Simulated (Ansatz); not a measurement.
Input (CCSDT(Q)/cc-pVQZ; Ansatz, an electronic-structure program):

Ansatz 0.2 input:
```yaml
crystal:
  periodic: [false, false, false]
  atoms:
    - {symbol: C, position_ang: [-0.50076219, -0.28146886, 0.18228277]}
    - {symbol: N, position_ang: [0.63541505, 0.21282904, -0.13431407]}
    - {symbol: H, position_ang: [-1.44333219, 0.19900991, -0.15349818]}
basis:
  gaussian:
    orbitals: cc-pVQZ
magnetization: {spin_polarized: true, initial_magnetization: 2}
correlation: {method: ccsdt_q, electrons: outside_noble_gas}
```

Output:

```
Functional definition: HF
integrals: 0.75 GiB planned
1745 factors; integrals over basis functions are off by at most 1.4e-7 eV
mean field: 0.47 GiB planned
mean field evaluation 1: about -2523.0012 eV, gradient 1.3e1 eV
mean field evaluation 2: about -2523.0021 eV, gradient 1.3e1 eV
mean field evaluation 4: about -2524.3797 eV, gradient 3.8e0 eV
mean field evaluation 8: about -2524.7256 eV, gradient 5.2e-1 eV
mean field evaluation 16: about -2524.7444 eV, gradient 5.1e-2 eV
mean field evaluation 32: about -2524.3771 eV, gradient 3.8e0 eV
mean field evaluation 64: about -2524.7581 eV, gradient 8.5e-4 eV
mean field evaluation 96: about -2524.7572 eV, gradient 1.1e-1 eV
mean field evaluation 128: about -2523.8863 eV, gradient 2.7e-1 eV
mean field evaluation 160: about -2522.1316 eV, gradient 1.6e0 eV
mean field evaluation 192: about -2522.1645 eV, gradient 7.2e-4 eV
mean field evaluation 224: about -2522.6332 eV, gradient 5.9e-2 eV
mean field evaluation 256: about -2522.1645 eV, gradient 2.1e-2 eV
mean field evaluation 288: about -2524.5674 eV, gradient 2.7e0 eV
mean field evaluation 320: about -2522.8396 eV, gradient 1.3e-2 eV
mean field evaluation 352: about -2520.9843 eV, gradient 5.8e-1 eV
mean field -2524.75808114 eV, -92.7831481396 hartree, gradient 2.0e-6 eV, S^2 2.082276; 13 other end points of the search recorded, 0 dependent functions left out
determinant -2524.75808114 eV, -92.7831481396 hartree, with singles and doubles -2533.73053649 eV, -93.1128797918 hartree
determinant -2523.89257702 eV, -92.7513414495 hartree, with singles and doubles -2532.85699043 eV, -93.0807775663 hartree
determinant -2522.83961498 eV, -92.7126458086 hartree, with singles and doubles -2531.81573610 eV, -93.0425121753 hartree
determinant -2522.63288001 eV, -92.7050484385 hartree, with singles and doubles -2531.94457990 eV, -93.0472470977 hartree
determinant -2522.27456694 eV, -92.6918806760 hartree, with singles and doubles -2531.56506238 eV, -93.0333000859 hartree
determinant -2522.16454965 eV, -92.6878376151 hartree, with singles and doubles -2531.08033332 eV, -93.0154866217 hartree
2 core orbitals not correlated
reference -2524.75808114 eV, -92.7831481396 hartree; 6, 4 occupied and 132, 134 virtual orbitals, 1745 factors
second order -8.05875116 eV of doubles, -0.00000000 eV of singles
coupled cluster: 8.37 GiB planned
cycle   1  -8.33069927 eV  change   -2.7e-1 eV  update   9.2e-2
cycle   2  -8.86290821 eV  change   -5.3e-1 eV  update   5.0e-2
cycle   3  -9.26880095 eV  change   -4.1e-1 eV  update   3.7e-2
cycle   4  -9.21706633 eV  change    5.2e-2 eV  update   2.2e-2
cycle   5  -9.22259643 eV  change   -5.5e-3 eV  update   1.7e-2
cycle   6  -9.28689010 eV  change   -6.4e-2 eV  update   1.1e-2
cycle   7  -9.29797399 eV  change   -1.1e-2 eV  update   8.8e-3
cycle   8  -9.29417499 eV  change    3.8e-3 eV  update   6.1e-3
cycle   9  -9.31952513 eV  change   -2.5e-2 eV  update   3.6e-3
cycle  10  -9.31743298 eV  change    2.1e-3 eV  update   2.2e-3
cycle  11  -9.32202934 eV  change   -4.6e-3 eV  update   1.7e-3
cycle  12  -9.32548027 eV  change   -3.5e-3 eV  update   1.4e-3
cycle  13  -9.32598125 eV  change   -5.0e-4 eV  update   1.1e-3
cycle  14  -9.32777290 eV  change   -1.8e-3 eV  update   5.0e-4
cycle  15  -9.32757845 eV  change    1.9e-4 eV  update   3.3e-4
cycle  16  -9.32744237 eV  change    1.4e-4 eV  update   2.0e-4
cycle  17  -9.32755259 eV  change   -1.1e-4 eV  update   1.3e-4
cycle  18  -9.32753826 eV  change    1.4e-5 eV  update   8.6e-5
cycle  19  -9.32749343 eV  change    4.5e-5 eV  update   5.2e-5
cycle  20  -9.32756673 eV  change   -7.3e-5 eV  update   3.1e-5
cycle  21  -9.32756664 eV  change    8.7e-8 eV  update   1.8e-5
cycle  22  -9.32758002 eV  change   -1.3e-5 eV  update   9.6e-6
cycle  23  -9.32758765 eV  change   -7.6e-6 eV  update   4.8e-6
cycle  24  -9.32758951 eV  change   -1.9e-6 eV  update   2.5e-6
cycle  25  -9.32759147 eV  change   -2.0e-6 eV  update   1.4e-6
cycle  26  -9.32759373 eV  change   -2.3e-6 eV  update   9.8e-7
cycle  27  -9.32759367 eV  change    6.1e-8 eV  update   5.6e-7
cycle  28  -9.32759431 eV  change   -6.3e-7 eV  update   3.4e-7
cycle  29  -9.32759480 eV  change   -4.9e-7 eV  update   2.3e-7
cycle  30  -9.32759512 eV  change   -3.2e-7 eV  update   1.4e-7
coupled cluster: 8.37 GiB planned
perturbative correction -0.03920205 eV, -0.0014406488 hartree
Total energy: -2534.12487831 eV, -93.1273715864 hartree
```

The determinant is spin-contaminated: <S^2> is 2.08, 0.08 over the pure value.

This triplet is an excited state, 4.8 eV above the singlet at CCSD(T)/cc-pV5Z (Ansatz).
